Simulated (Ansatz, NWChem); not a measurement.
# Worked example: the enthalpy of formation of P2 (diphosphorus)

P2: 2 atoms, total charge 0, spin state singlet. SMILES: `P#P`. Geometry: the measured bond length.

```xyz
2

P     0.0000    0.0000    0.0000
P     0.0000    0.0000    1.8934
```

Total energies at TPSS/def2-TZVPPD (NWChem 7.3.0); the atoms run unrestricted:

```
species    state  energy (Eh)
     P2  singlet  -682.755143
      P  quartet  -341.284681
```

Harmonic wavenumbers at wB97M-V/jorge-QZP, in cm⁻¹: 857.

Measured heats of formation of the gaseous atoms at 298.15 K, in kJ/mol: P 316.4. Take 1 Eh = 2625.50 kJ/mol, 1 cm⁻¹ = 0.0119627 kJ/mol, RT = 2.479 kJ/mol.

**Question.** Work out the heat of formation of the gas at 298 K.

**Answer.** 
1. Electronic atomisation energy: 2 × (-341.284681) − (-682.755143) = 0.185781 Eh = 487.8 kJ/mol.
2. Zero-point energy: half the sum of the wavenumbers, 428.5 cm⁻¹ = 5.1 kJ/mol.
3. Thermal vibrational enthalpy, Σ hcν̃/(exp(hcν̃/kT) − 1): 0.2 kJ/mol. Translation, rotation and pV of a linear molecule: 3.5 RT = 8.7 kJ/mol.
4. The 2 free atoms carry 5/2 RT each: 12.4 kJ/mol.
5. Atomisation enthalpy at 298 K: 487.8 − 5.1 − 0.2 − 8.7 + 12.4 = 486.2 kJ/mol.
6. Sum of the atoms' heats of formation: 632.8 kJ/mol. Heat of formation: 632.8 − 486.2 = +146.6 kJ/mol.

The tabulated value is +143.7 kJ/mol (NIST-JANAF tables), so this level is off by +2.9 kJ/mol, or 0.6 % of the atomisation enthalpy. Anharmonicity and any spin-orbit splitting of the molecule are left out.
